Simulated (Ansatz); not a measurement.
Reaction (SMILES): [SiH4] (SiH4) → 4 H atom + Si atom
B3LYP-D3(BJ)/def2-TZVP geometries, fixed; electronic energies without zero-point terms.
Largest species:
```xyz
5

Si     0.0000     0.0000     0.0000
H      0.8756     0.8547     0.8331
H     -0.8222    -0.8655     0.8753
H     -0.8862     0.8545    -0.8220
H      0.8328    -0.8437    -0.8864
```

Basis-set convergence of the atomisation energy at MP2 with Ansatz (an electronic-structure program). Cartesian d functions, on some or all atoms, in 6-31+G*, 6-31G**, 6-311+G**; all else is spherical. Cores are frozen. Open shells are unrestricted. No added dispersion term, no relativity. Functions are those of the species that has most. Reference: Hartree-Fock in aug-cc-pV(Q+d)Z plus the correlation part extrapolated as X^-3 from aug-cc-pV(T+d)Z and aug-cc-pV(Q+d)Z, 318.02 kcal/mol, itself unsure by roughly 1.08 kcal/mol (a third of the extrapolation step and of the last Hartree-Fock step). Deviations are taken from unrounded values.

| basis | functions | atomisation energy (kcal/mol) | minus reference (kcal/mol) |
|---|---|---|---|
| 3-21G | 21 | 254.43 | -63.59 |
| 6-31G | 21 | 250.49 | -67.53 |
| pcseg-0 | 21 | 246.98 | -71.05 |
| 6-31+G* | 31 | 278.14 | -39.88 |
| 6-31G** | 39 | 297.42 | -20.60 |
| cc-pV(D+d)Z | 43 | 297.05 | -20.97 |
| 6-311+G** | 55 | 301.36 | -16.66 |
| aug-pcseg-1 | 63 | 299.18 | -18.84 |
| aug-cc-pV(D+d)Z | 68 | 298.85 | -19.17 |
| pcseg-2 | 90 | 313.57 | -4.45 |
| cc-pV(T+d)Z | 95 | 310.44 | -7.59 |
| def2-TZVPP | 98 | 311.21 | -6.81 |
| jun-cc-pV(T+d)Z | 104 | 310.35 | -7.67 |
| def2-TZVPPD | 116 | 311.39 | -6.64 |
| aug-pcseg-2 | 142 | 313.23 | -4.80 |
| aug-cc-pV(T+d)Z | 147 | 311.69 | -6.33 |
| def2-QZVPP | 190 | 315.12 | -2.90 |
| aug-pcseg-3 | 285 | 315.06 | -2.96 |
